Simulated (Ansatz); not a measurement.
# N2H2+ (doublet): wave-function methods side by side, def2-TZVPP

An exercise on one series of results from a longer session: the logs are not shown, and one member is left open.

Program: Ansatz 0.2.0, Gaussian basis. Level of theory: def2-TZVPP, core rule «outside noble gas», up to 2 orbitals frozen. These are calculated values, not measurements.

The runs, in order: UHF; ROHF; CCSD(T) on UHF.

2 further runs of the same task are left out: 2 set aside as unsound or not needed.

## What is computed

The geometry is a PBE0/def2-TZVP stationary point (not a proven minimum) of the parent state, kept for this charge and spin.

4 atoms, charge 1, spin multiplicity 2.

Atoms are counted from 1 here; the program's logs count them from 0.

Bond lengths: N1–N2 1.230 Å, N1–H3 1.033 Å, N2–H4 1.033 Å. Angles: N2–N1–H3 106.9°, N1–N2–H4 106.9°.

The first run:

The input, in.yaml:

```yaml
crystal:
  periodic: [false, false, false]
  atoms:
    - {symbol: N, position_ang: [0.000000, -0.189138, 0.585327]}
    - {symbol: N, position_ang: [0.000000, 0.189138, -0.585327]}
    - {symbol: H, position_ang: [0.000000, 0.659783, 1.174555]}
    - {symbol: H, position_ang: [0.000000, -0.659783, -1.174555]}
basis:
  gaussian: {orbitals: def2-TZVPP}
total_charge: 1
magnetization: {spin_polarized: true, initial_magnetization: 1}
hamiltonian: {xc: hf}
output: {orbitals: {seedname: orbitals}}
```

The run is started by

```console
$ ansatz run in.yaml --threads 1 --pin off --events-out ev --progress --plain --max-ram 4096MiB --backend cpu
```

Among the steps run: UHF; ROHF; CCSD(T) on UHF.

One table of the session follows, with a row left open; its other results are not shown here.

It belongs to the step «Misses and costs». 

| method | from UCCSD(T) (meV) |
| --- | --- |
| ROHF | +11659.6 |
| UHF | ? |
| UMP2 | +1650.3 |
| UCCSD | +545.2 |
| UCCSD(T) | 0 |

Estimate the missing values for UHF.

**Answer.** from UCCSD(T) (meV): +11257.7. In the column «from UCCSD(T) (meV)» it lies between UMP2 (+1650.3) and ROHF (+11659.6).
